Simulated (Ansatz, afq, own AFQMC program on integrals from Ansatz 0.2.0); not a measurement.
AFQMC on a folder of integrals that Ansatz 0.2.0 wrote.

```yaml
crystal:
  periodic: [false, false, false]
  atoms:
    - {symbol: N, position_ang: [-1.226198, 0.319679, -0.355711]}
    - {symbol: Si, position_ang: [-0.181509, -1.054936, -0.430647]}
    - {symbol: N, position_ang: [1.232446, -0.401060, 0.317520]}
    - {symbol: H, position_ang: [-2.168583, 0.266556, -0.724283]}
    - {symbol: H, position_ang: [-1.025704, 1.239046, 0.027807]}
    - {symbol: H, position_ang: [1.369763, 0.535499, 0.687006]}
    - {symbol: H, position_ang: [2.061083, -0.972783, 0.432607]}
basis:
  gaussian: {orbitals: def2-TZVP}
magnetization: {spin_polarized: false}
correlation: {method: ccsd_t, electrons: outside_noble_gas, hamiltonian_folder: ham}
```

```sh
$ ansatz run in.yaml --threads 1 --pin off --events-out ev --progress --plain --max-ram 24576MiB --backend cuda --devices 0, --max-vram 18GiB
```

afq runs on the folder ham with

```
--method free --trial cisd --walkers 2300 --time-step 0.03 --max-blocks 4000 --target-error 0.00052 --factor-cut 1e-05 --seed 5651 --times 0,0.21,0.42,0.81,1.2,1.8,2.4,3 --taylor-order 8
```

Times are imaginary, in 1/Eh. The walk had a cap of 187 s.

Output of the walk:

```
orbitals 116  electrons 9 9  factors 811 of 814
reference energy -400.25338283 Eh
CCSD correlation -0.54901893 Eh in 11 cycles, weight of the determinant in the CISD state 0.8253
repeat  energy at the last time / Eh  error
    10  -400.828213  0.002775
    20  -400.828247  0.001489
time / (1/Eh)  energy / Eh  error  mean overlap
  0.00  -400.801989  0.000362  1.2105
  0.21  -400.814972  0.000285  1.2064
  0.42  -400.819497  0.000249  1.2055
  0.81  -400.823354  0.000357  1.2038
  1.20  -400.824517  0.000320  1.2075
  1.80  -400.825213  0.000488  1.2092
  2.40  -400.826173  0.000696  1.1879
  3.00  -400.827856  0.001358  1.1695
energy -400.827856 +/- 0.001358 Eh
```

The run passed its tests (error under three times the target), which doesn't prove that it has relaxed, ending at its cap on processor time.

Against this walk (error 36.9 meV) on the same determinant: CCSD(T) 105.9 meV higher, the released energy of a separate walk with a CISD trial 55.8 ± 39.8 meV higher (within the noise). The error is statistical, and a free projection of finite length keeps a remainder of its start. The projection is still falling at its last time (meV from the last point: 122 ± 10 at 0.81, 91 ± 9 at 1.20, 72 ± 13 at 1.80, 46 ± 19 at 2.40, 0 ± 37 at 3.00), so its energy is a cut-off value, and the gaps above aren't errors of the other methods.

Cautions: remainder of the start not in the error; error above the target (36.9 against 14.1 meV).

The walk took 3.2 min on 1 × NVIDIA H100 80GB HBM3 with 2 threads of AMD EPYC 7R13 Processor (Zen 3), on a shared host (the card was shared). The log's last line is the free-projection energy.
